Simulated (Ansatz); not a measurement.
Relaxation of CH₅OSi (8 atoms, charge 1, multiplicity 1), to a largest force component of 0.015 eV/Å in at most 40 steps.

Level of theory: RKS B3LYP-D4/6-31G (Ansatz 0.2.0).

```xyz
8
Properties=species:S:1:pos:R:3
O -1.218 0.201 -1.299
C -0.202 0.566 -0.679
Si 0.626 -0.314 0.853
H -1.670 -0.621 -0.996
H 0.224 1.488 -1.090
H 0.554 0.753 1.844
H 1.942 -0.610 0.298
H -0.256 -1.463 1.069
```

**Question.** Where does it end, and by what steps?

**Answer.** The forces met the threshold. Limits of this set-up: no polarisation functions. After 5 steps the energy has fallen by 0.114 eV; H4 moved furthest, 0.10 Å.

```json
{"step": "0", "energy less start (eV)": "0.0000", "largest force component (eV/Å)": "2.294", "accepted": "yes"}
{"step": "1", "energy less start (eV)": "-0.1051", "largest force component (eV/Å)": "0.693", "accepted": "yes"}
{"step": "2", "energy less start (eV)": "-0.1136", "largest force component (eV/Å)": "0.141", "accepted": "yes"}
{"step": "3", "energy less start (eV)": "-0.1132", "largest force component (eV/Å)": "0.179", "accepted": "no"}
{"step": "4", "energy less start (eV)": "-0.1143", "largest force component (eV/Å)": "0.022", "accepted": "yes"}
{"step": "5", "energy less start (eV)": "-0.1144", "largest force component (eV/Å)": "0.005", "accepted": "yes"}
```

```xyz
8
Properties=species:S:1:pos:R:3
O -1.258 0.211 -1.339
C -0.204 0.579 -0.693
Si 0.632 -0.313 0.855
H -1.739 -0.611 -1.061
H 0.206 1.498 -1.121
H 0.595 0.752 1.897
H 2.000 -0.618 0.346
H -0.233 -1.498 1.117
```

The run took 9.2 s on 1 thread of Arm Neoverse V2 (shared host), peak memory 0.12 GiB.
